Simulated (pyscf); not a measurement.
Structures and frequencies: ωB97X-D3(BJ)/def2-SVP in PySCF.

Problem. `[O]=[P][OH]` + `[OH][SiH]` [singlet] + `[H][H]` → `[OH][P]([OH])[OH]` + `[SiH2]` [singlet]
Surface: singlet. Broken: O–Si, H–H. Formed: H–O, O–P, H–Si. Give ΔE‡ and ΔE from r²SCAN/def2-TZVP, relative to the separated reactants.

Solution. ΔE‡ = -7.0 kcal/mol, ΔE = +7.4 kcal/mol. ωB97M-D3(BJ)/def2-TZVP gives -2.4 kcal/mol and +7.1 kcal/mol. Zero-point energy shifts the barrier by +4.8 kcal/mol. It is a multi-bond step, with an imaginary mode of 293i cm⁻¹. On the reactant side the descent ends in a complex, 7.5 kcal/mol under the separated species and 2.9 kcal/mol under the saddle at ωB97X-D3(BJ)/def2-TZVP. On the product side the descent ends in an adduct with a O–Si contact (not fully relaxed), 26.2 kcal/mol under the separated species and 16.3 kcal/mol under the saddle at ωB97X-D3(BJ)/def2-TZVP. At r²SCAN the saddle lies under the separated reactants, which points to a path from their complex (located at ωB97X-D3(BJ) alone). At r²SCAN the saddle lies under the separated products, which points to a path from their complex (located at ωB97X-D3(BJ) alone), and parting the products costs more than the saddle. What is counted as broken (O–Si) persists as a longer contact in the product adduct; parting that adduct is a step of its own. At ωB97X-D3(BJ) the barrier from the zero used here is -4.6 kcal/mol. One saddle was located; it need not be the lowest between these sides.
